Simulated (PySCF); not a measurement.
Isomers of C3H4. All species are isolated molecules in the gas phase. Strings in code marks are SMILES.

Computed with PBE-D3(BJ)/def2-TZVP // B3LYP-D3(BJ)/def2-TZVP (PySCF). All candidates: neutral, multiplicity 1. Delta-SCF ions had no search for a lower state. Excitations are Tamm–Dancoff values on a coarser integration grid. The basis has no diffuse functions, so Rydberg states are missing or too high.

- dipole moment = 0.48 D
- S1 excitation (TDA) = 6.34 eV
- vertical ionisation energy (Delta-SCF) = 9.73 eV

Task: Say which member has these values.
(A) `C1=CC1`
(B) `C#CC`
(C) `C=C=C`

Result: A, `C1=CC1`. The others give `C=C=C`: 0.00 D, 5.85 eV, 10.02 eV; `C#CC`: 0.86 D, 6.77 eV, 10.24 eV
